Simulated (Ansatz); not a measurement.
A made-up structure of SiHS2, doublet:

```json
{"atom": "S1", "x (Å)": "-1.5889", "y (Å)": "-0.4623", "z (Å)": "0.9153"}
{"atom": "Si2", "x (Å)": "0.1617", "y (Å)": "0.0110", "z (Å)": "0.0955"}
{"atom": "S3", "x (Å)": "-3.0260", "y (Å)": "-1.0289", "z (Å)": "2.3379"}
{"atom": "H4", "x (Å)": "1.4345", "y (Å)": "0.0957", "z (Å)": "0.8466"}
```

It is relaxed with PBE-D4/def2-SVP and then PBE0-D4/def2-TZVP (Ansatz 0.2.0). Atoms count as bonded within 1.22 times the sum of their covalent radii (H–H: 0.88 Å). The end point is not checked to be a true minimum.

(1) Does its bonding change? (A judgement: the text doesn't fix the answer.)

Answers

(1) Computed: No: no bond forms or breaks.

Where it ends: The first stage lowers the energy by 0.94 eV in 9 steps. It ends as SiHS₂ ([SiH][S][S]):
S1  (-1.886, -0.410, 0.374)
Si2  (0.135, 0.028, 0.022)
S3  (-1.879, -0.817, 2.339)
H4  (0.611, -0.186, 1.459)
(Å)

Labels in which every atom is bracketed show which atoms are joined, not bond orders.

For scale, one of the runs: PBE0-D4/def2-TZVP relaxation, 117 basis functions, launched by `ansatz run in.yaml --threads 2 --pin off --events-out ev --progress --plain --max-ram 4352MiB`. The run took about 65 s on 2 CPU threads of an Arm Neoverse V1 (shared host).
